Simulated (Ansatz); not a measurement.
## TO phonon frequency at L of rock-salt KI at several levels of theory

No measured value is used here.

```tsv
level (code)	value (cm⁻¹)	cell (Å³/atom)
LDA (Ansatz)	103	39.61
PBE (Ansatz)	…	46.30
r²SCAN (Ansatz)	91	44.59
```

Problem. Complete the blanks.

Solution. 
- PBE (Ansatz, a program for electronic structure), value (cm⁻¹): 80

Each level is taken at its own relaxed cell. Cutoffs differ between the levels. Ansatz's density-functional and Hartree–Fock values are scalar-relativistic unless marked +SOC, with PAW data made under PBE.
